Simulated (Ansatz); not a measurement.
Geometry optimisation, RHF/def2-SVP in Ansatz.

The input (input.yaml):

```yaml
crystal:
  periodic: [false, false, false]
  atoms:
    - { symbol: Al, position_ang: [0.0, 0.0, 0.0] }
    - { symbol: H, position_ang: [0.0, 0.0, 1.91] }
    - { symbol: C, position_ang: [1.706, 0.0, -0.985] }
    - { symbol: H, position_ang: [2.0356, -1.0462, -1.1552] }
    - { symbol: H, position_ang: [1.5695, 0.508, -1.9624] }
    - { symbol: H, position_ang: [2.4756, 0.5381, -0.3932] }
    - { symbol: H, position_ang: [-1.351, 0.0, -0.78] }
    - { symbol: S, position_ang: [0.1147, 2.4267, 0.8072] }
    - { symbol: H, position_ang: [0.6673, 2.4659, 2.093] }
    - { symbol: H, position_ang: [0.0463, 0.9785, 1.9592] }
basis:
  gaussian: { orbitals: def2-SVP }
hamiltonian:
  xc: hf
relax:
  f_tol: 0.15
  max_steps: 25
  restrain:
    - { distance: [0, 7], at: 3.46, k: 30.0 }
    - { distance: [9, 1], at: 1.86, k: 30.0 }
    - { distance: [0, 1], at: 1.56, k: 30.0 }
    - { distance: [9, 7], at: 1.4, k: 30.0 }
```

Command:

```bash
$ ansatz run input.yaml --threads 1 --pin off --max-ram 2048MiB --backend cpu --events-out ev --progress --plain --runs-dir out
```

Where does it end, and by what steps?

The forces met the threshold. The restraints hold the end off the free minimum. After 10 steps the energy has fallen by 2.114 eV (the restraints' own energy left out); S8 moved furthest, 0.99 Å. Parted: Al1–S8 (2.56 → 3.46 Å). Joined: S8–H10 (1.85 → 1.37 Å).

```csv
step,energy less start (eV),largest force component (eV/Å),accepted
0,0.0000,2.940,yes
1,0.2288,2.604,yes
2,-0.2088,2.535,yes
3,-1.0925,2.040,yes
4,-1.7556,1.829,yes
5,-2.0063,1.323,yes
6,-2.0904,1.138,yes
7,-2.1108,1.229,yes
8,-2.0883,1.325,no
9,-2.1111,1.221,yes
10,-2.1143,1.203,yes
```

```xyz
10
Properties=species:S:1:pos:R:3
Al -0.017 -0.199 -0.118
H -0.070 -0.317 1.447
C 1.735 -0.103 -1.008
H 2.113 -1.122 -1.162
H 1.694 0.373 -1.991
H 2.485 0.418 -0.405
H -1.376 -0.250 -0.922
S -0.209 2.739 1.692
H 1.108 2.898 1.849
H -0.200 1.432 2.112
```

Run time: 15 s on 1 thread of Arm Neoverse V2, with other jobs on the host, peak memory 0.15 GiB.
